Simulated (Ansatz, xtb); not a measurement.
## Loss of H2: CH3FO → CHFO + H2

Species: CH3FO `OCF`, singlet; CHFO (formyl fluoride) `O=CF`, singlet; H2 (hydrogen), singlet. 

Shapes, held fixed at every level: PBE0-D4/def2-TZVP. Flexible molecules stand in one conformer, not always the lowest. Programs: Ansatz 0.2.0, xtb 6.7.1. The zero-point and thermal change to 298 K, harmonic and unscaled (PBE0-D4/def2-TZVP), is -29.8 kJ/mol.

Question: Estimate ΔH(298 K) of this reaction.

Answer: The highest level, CCSD(T)/CBS estimate, gives ΔH(298 K) = +45.9 kJ/mol; the levels span -123.9 to +47.1. They disagree on the sign: 7 of 8 are positive. GFN0-xTB strays far from the other rows. The column of differences is taken from that level and isn't an error. No measured value is set beside it here. The CBS estimate extrapolates MP2 from def2-TZVPP and def2-QZVPP and adds CCSD(T) − MP2 in the triple-zeta set, cores frozen; for H2 it overshoots the exact energy by about 1 mEh. Times are processor times on shared x86 and Arm servers, and rough.

```tsv
level	kind	ΔH(298 K) (kJ/mol)	less CCSD(T)/CBS estimate	CPU time (sum over the molecules)
GFN0-xTB	semi-empirical	-123.9	-169.8	0.13 s
HF/def2-TZVPP	Hartree–Fock	+43.4	-2.5	–
r2SCAN-D4/def2-TZVPP	meta-GGA	+38.7	-7.2	7.7 s
B3LYP-D4/def2-TZVPP	global hybrid	+35.1	-10.8	4.6 s
wB97X-V/def2-TZVPP	range-separated hybrid	+47.1	+1.2	10 s
MP2/def2-TZVPP	perturbation theory	+38.1	-7.8	–
CCSD(T)/def2-TZVPP	coupled cluster or CI	+40.3	-5.6	21 s
CCSD(T)/CBS estimate	coupled cluster or CI	+45.9	0.0	76 s
```
